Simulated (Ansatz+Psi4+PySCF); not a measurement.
The numbers below are computed, except where a source is named.
## PySCF 2.14.0 run

```python
from pyscf import gto, scf, mp

mol = gto.M(atom="""
O 1.218060 0.361240 0.000000
C 0.000000 0.464130 0.000000
H -0.477240 1.465300 0.000000
C -0.948100 -0.700140 0.000000
H -0.385950 -1.634240 0.000000
H -1.596320 -0.652480 0.880950
H -1.596320 -0.652480 -0.880950
""", basis='cc-pvtz', charge=1, spin=1)
mf = scf.UHF(mol)
mf.kernel()
pt = mp.MP2(mf, frozen=3).run()
print(mf.e_tot, pt.e_corr, pt.e_tot)
```

The script is written out from the run's settings.

Results

```yaml
Converged: yes
Reference_energy: -152.65056 hartree
Correlation_energy: -0.50003 hartree
Total_energy: -153.15058 hartree
Spin_squared_of_the_determinant: 0.777
```

Messages of the program:
```
WARN: HOMO -0.310550632207395 >= LUMO -0.310550632207395
WARN: HOMO -0.310550632207395 >= LUMO -0.310550632207395
```
